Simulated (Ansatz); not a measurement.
Species: C₄H₃O, charge 0, multiplicity 2. It need not be the lowest isomer of its formula. 
Structure (B3LYP-D3(BJ)/def2-TZVP (Ansatz, an electronic-structure program) minimum search):
```xyz
8

O     -0.0158     0.0735     1.1871
C     -0.0013     1.1175     0.3682
C     -0.0084    -1.0430     0.3697
C      0.0153     0.7892    -0.9425
C      0.0103    -0.6539    -0.9272
H     -0.0184    -1.9916     0.8740
H      0.0289     1.4470    -1.7919
H      0.0198    -1.3023    -1.7876
```
Charge 0, spin multiplicity 2.

Problem. Give the harmonic wavenumbers at B3LYP-D3(BJ)/def2-TZVP (Ansatz, finite differences of forces, unscaled).

Solution. 493, 610, 713, 779, 861, 868, 875, 1002, 1022, 1096, 1169, 1236, 1361, 1454, 1572, 3247, 3283, 3294 cm⁻¹. Zero-point energy 35.6 kcal/mol.

Problem. From these and the geometry, give the ideal-gas thermochemistry at 298.15 K and 1 atm (rigid rotor, harmonic oscillator).

Solution. Point group Cs, rotational symmetry number 1. Rotational constants 10.56, 9.252, 4.932 GHz. S(trans) 38.53, S(rot) 24.02, S(vib) 2.47, S(elec, spin only) 1.38, S 66.4 cal/(mol K). H(298) - H(0) 2.94 kcal/mol; G - E(el) 18.8 kcal/mol.
